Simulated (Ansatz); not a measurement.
C4H5FS, SMILES `C/C=C(\F)C=S`, relaxed with RKS PBE0-D4/def2-TZVP in Ansatz 0.2.0 from a PBE-D4/def2-SVP geometry. The force threshold is 0.005 eV/Å; the program also tests the step.

Total charge 0; spin multiplicity 1.

Start:

```xyz
11

C     0.581   -1.677   -0.246
C     0.507   -0.196   -0.145
C    -0.605    0.512    0.188
F    -1.763   -0.141    0.458
C    -0.714    1.959    0.297
S     0.469    3.070    0.046
H    -0.389   -2.157   -0.018
H     1.351   -2.082    0.448
H     0.903   -1.988   -1.264
H     1.400    0.421   -0.347
H    -1.739    2.279    0.585
```

```
step  energy (eV)  largest force (eV/Å)  largest move (Å)
   1  -17772.3184                 0.917             0.000
   2  -17772.3756                 0.406             0.026
   3  -17772.3821                 0.062             0.011
   4  -17772.3822                 0.023             0.002
   5  -17772.3822                 0.005             0.001
```

End:

```xyz
11

C     0.576   -1.666   -0.244
C     0.496   -0.193   -0.142
C    -0.593    0.505    0.184
F    -1.749   -0.136    0.454
C    -0.707    1.941    0.293
S     0.455    3.039    0.048
H    -0.375   -2.145   -0.020
H     1.336   -2.054    0.442
H     0.892   -1.961   -1.250
H     1.380    0.406   -0.342
H    -1.711    2.263    0.576
```

It took 23 s on 4 threads of an Arm Neoverse V2 on a shared host, with 0.61 GiB of host memory at the peak.
